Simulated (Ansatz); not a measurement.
Species: C3H6, charge 0, singlet. C3H6 (SMILES C1CC1).
B3LYP-D3(BJ)/def2-TZVP minimum from Ansatz (a quantum-chemistry and plane-wave program):
```xyz
9

C      0.0021     0.8680     0.0015
C      0.7506    -0.4358    -0.0075
C     -0.7527    -0.4321     0.0060
H      0.0117     1.4536     0.9108
H     -0.0045     1.4568    -0.9058
H      1.2503    -0.7291    -0.9208
H      1.2665    -0.7323     0.8958
H     -1.2539    -0.7261     0.9183
H     -1.2701    -0.7229    -0.8983
```

Wanted: atomisation energy (electronic, to ground-state atoms), in kcal/mol. UHF or UKS for unpaired electrons; spin-orbit terms are left out. CBS(X,Y): correlation extrapolated as X^-3, Hartree-Fock from the larger set. A bracket is a step between two methods taken in the basis named. The functionals are non-relativistic, so their misses hold any scalar relativity. Double hybrids freeze cores in their MP2 part. 'core' is core correlation in cc-pwCVTZ, 'X2C' scalar relativity in cc-pVTZ-DK, both at CCSD(T). Where a partner has so few electrons that a lower coupled-cluster level is exact, that level stands in.

CCSD(T)/CBS(cc-pVTZ,cc-pVQZ) + [CCSDT(Q) - CCSD(T)]/cc-pVDZ + core + X2C (Ansatz) gives 854.5 kcal/mol.

Problem. What does PBE/def2-TZVPD (Ansatz) give here, and how do the other levels compare?

Solution. PBE gives 867.6 kcal/mol, 13.1 kcal/mol above it. Differences of the others: r2SCAN/def2-TZVPD (Ansatz) -0.3; PBE0/def2-TZVPD (Ansatz) 4.0; B2PLYP/def2-TZVPD (Ansatz) -11.8; CCSD(T)/CBS(cc-pVTZ,cc-pVQZ) + core + X2C (Ansatz) -0.3 kcal/mol. Nearer than PBE: r2SCAN/def2-TZVPD, PBE0/def2-TZVPD, B2PLYP/def2-TZVPD, CCSD(T)/CBS(cc-pVTZ,cc-pVQZ) + core + X2C.
